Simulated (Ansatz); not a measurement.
This geometry of CH4N (6 atoms, charge 0, multiplicity 2) is a first-order saddle point.

Computed with UKS BHLYP-D4/def2-SVP (Ansatz).

```xyz
6
Properties=species:S:1:pos:R:3
C 0.008 -0.258 -0.246
N 0.082 0.330 1.056
H -0.197 0.423 -1.081
H -0.763 -1.041 -0.243
H 0.949 -0.787 -0.456
H -0.078 1.333 0.971
```

Question: Which two structures does it join? (They come from a converged band through this point; their orientation in space is the band's.)

Answer: No bond is made or broken. The dihedral H5–C1–N2–H6 goes from 58 to -180°. The two ends are copies of one structure, up to a mirror image or an exchange of like atoms.

Initial state:

```xyz
6
Properties=species:S:1:pos:R:3
C -0.068 -0.271 -0.235
N -0.283 0.426 0.992
H -0.270 0.372 -1.106
H -0.711 -1.152 -0.307
H 0.978 -0.599 -0.341
H 0.354 1.224 0.997
```

Final state:

```xyz
6
Properties=species:S:1:pos:R:3
C 0.085 -0.247 -0.256
N 0.381 0.528 0.906
H -0.149 0.393 -1.121
H -0.800 -0.884 -0.104
H 0.926 -0.890 -0.526
H -0.443 1.100 1.100
```

Question: How far does it lie above each of them?

Answer: 0.045 eV above the first and 0.045 eV above the second. This is the barrier of this one path; another mechanism may lie lower.

Time of the run: 25 s on 1 thread of Intel(R) Xeon(R) 6975P-C (Granite Rapids), on a shared host, peak memory 0.14 GiB.
